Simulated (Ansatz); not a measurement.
## Ansatz (development build ahead of 0.2.0) run

```yaml
crystal:
  periodic: [false, false, false]
  atoms:
    - { symbol: Cl, position_ang: [0.0, 0.0, 0.0] }
    - { symbol: H, position_ang: [2.5696, 0.0, 0.0] }
    - { symbol: H, position_ang: [-1.2848, 2.2253, 0.0] }
    - { symbol: H, position_ang: [-1.2848, -2.2253, 0.0] }
basis:
  gaussian: { orbitals: pcseg-2 }
magnetization:
  initial_magnetization: 2
hamiltonian:
  xc: { name: wB97X }
```

The input is written out in the form of the current development build from the run's settings.

Output:

```
Converged                       : yes
Total energy                    : -461.62768 hartree
Spin squared of the determinant : 2.000
Stability test                  : minimum among restricted orbitals
```

Caution: stretched shape with no unrestricted run beside it, a lower state can exist; charge can spread falsely over distant fragments; other spin multiplicities may lie lower.
